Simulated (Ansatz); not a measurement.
Abridged output of a molecular run in Ansatz:

```
Functional definition: HF
1581 factors; integrals over basis functions are off by at most 1.1e-3 eV
mean field evaluation 1: about -10063.2590 eV, gradient 4.1e1 eV
mean field evaluation 2: about -10063.5339 eV, gradient 4.1e1 eV
mean field evaluation 4: about -10067.3042 eV, gradient 5.0e0 eV
mean field evaluation 8: about -10067.3956 eV, gradient 4.5e-1 eV
mean field evaluation 16: about -10067.3973 eV, gradient 2.3e-6 eV
mean field -10067.39727672 eV, -369.9700259926 hartree, gradient 2.3e-6 eV, S^2 0.000000; 0 other end points of the search recorded, 0 dependent functions left out
6 core orbitals not correlated: weight in the atoms' cores, before any rotation towards them, 1.000 or more for the frozen orbitals, at most 0.000 for the correlated occupied ones
reference -10067.39727672 eV, -369.9700259926 hartree; 18, 18 occupied and 232, 232 virtual orbitals, 1581 factors
second order -32.33105337 eV of doubles, -0.00000000 eV of singles
cycle   1  -32.25826979 eV  change    7.3e-2 eV  update   1.2e-1
cycle   2  -32.97638180 eV  change   -7.2e-1 eV  update   3.4e-2
cycle   3  -33.14966648 eV  change   -1.7e-1 eV  update   1.7e-2
cycle   4  -33.13252079 eV  change    1.7e-2 eV  update   3.8e-3
cycle   5  -33.13192881 eV  change    5.9e-4 eV  update   1.6e-3
cycle   6  -33.13342666 eV  change   -1.5e-3 eV  update   4.8e-4
cycle   7  -33.13329030 eV  change    1.4e-4 eV  update   1.9e-4
cycle   8  -33.13316527 eV  change    1.3e-4 eV  update   6.4e-5
cycle   9  -33.13318774 eV  change   -2.2e-5 eV  update   2.5e-5
perturbative correction -1.24560499 eV, -0.0457751389 hartree
Total energy: -10101.77606944 eV, -371.2334233223 hartree
```

Its atoms:

```xyz
11

N    -1.5359    0.7283   -0.0164
C    -0.3929    0.1991   -0.0580
C     0.4744    0.4432   -1.2599
F     1.3548   -0.6066   -1.4521
C     0.2172   -0.6383    1.0317
F    -0.6318   -0.7117    2.1090
H    -1.9876    0.5263    0.8765
H    -0.1473    0.5605   -2.1484
H     1.0675    1.3524   -1.1109
H     1.1671   -0.2028    1.3610
H     0.4147   -1.6504    0.6675
```

Which basis set was used?
A. def2-TZVPP
B. def2-SVP
C. def2-SVPD
D. cc-pV(D+d)Z

A. It gives 256 functions.

Write the keys of the input that set method, charge and spin (a neutral closed shell needs none for the last two).


```yaml
correlation: {method: ccsd_t}
```
